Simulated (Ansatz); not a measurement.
## Band gap of some solids

Method: G0W0@PBE+SOC (Ansatz, a first-principles code; the runs differ in potentials, basis or settings). References are measured gaps from which a computed or estimated zero-point shift was taken out, by their sources or here, so that they lie as a rule above the printed measurements.

Values in eV.

```
solid                        reference  G0W0@PBE+SOC  error (eV)
--------------------  ----------------  ------------  ----------
rock-salt SrO                     5.63          5.28       -0.35
diamond-structure Si              1.23          1.15       -0.08
wurtzite AlN                      6.51          5.95       -0.56
zinc-blende AlP                   2.54          2.41       -0.13
zinc-blende BP        2.2¶ (2.20–2.50)          2.01       -0.19
3C-SiC                            2.53          2.41       -0.12
zinc-blende AlAs                  2.28          2.17       -0.11
```

Over these 7 solids the mean error is -0.22 eV, the mean absolute error 0.22 eV (median 0.13 eV), and the worst case wurtzite AlN at -0.56 eV; the value is too low in 7 of 7 cases.

¶ marks references of a special kind: zinc-blende BP, 2.2 eV (measured, zero-point renormalisation of 0.106 eV removed from the gap extrapolated to 0 K (as printed); the shift is computed, second of two values printed, our sources range from 2.20 to 2.50; as tabulated in X. Ren, F. Merz, H. Jiang et al., All-electron periodic G0W0 implementation …).

Brackets give the range of the sources taken for a reference, where it is wide; it can hold other temperatures.

Differences are worked out from the printed values.

Computed values are for a static lattice; measured ones hold zero-point and thermal shifts unless a correction is named.

Cells: G0W0@PBE+SOC at the measured cell. Caveats: for solids of elements lighter than gallium the value without spin–orbit coupling stands in (wurtzite AlN); spin–orbit coupling enters as the shift of the gap found with a semilocal functional (rock-salt SrO, diamond-structure Si, zinc-blende AlP, zinc-blende BP, 3C-SiC, zinc-blende AlAs).

Not in this set, of the solids of all kinds but layered and molecular ones with a reference value in our tables and a result at some level: 171 for a reference of another kind, counted apart; 10 for no value at G0W0@PBE+SOC (not run, a failed fit, an unstable or unbound cell, or a value held back for tests); 8 for a doubt on the run (G0W0@PBE+SOC); 7 for sources at odds; 2 for a high-temperature or high-pressure phase; 2 for a measured value of zero; 2 for a reference that its source doubts or gives as a wide range; 1 for a doubt noted on the run at G0W0@PBE+SOC. These can be a level's best or worst cases. At least 71 more with a reference value are held back for tests. Solids without a released value at any level aren't counted. Without +SOC, gaps count where the solid holds none of Ge, As, Se, Br, Sn, Sb, Te, I or the elements past barium, or holds Ge, As, Se or Br with a gap over 4 eV. The metals Ce to Yb are counted apart.

References as tabulated in, or derived from, Chen et al. (2018), doi:10.1103/physrevmaterials.2.073803; Miglio et al. (2020), arXiv:2011.12765; Feneberg et al. (2010), doi:10.1103/physrevb.82.075208; X. Ren, F. Merz, H. Jiang et al., All-electron periodic G0W0 implementation ….
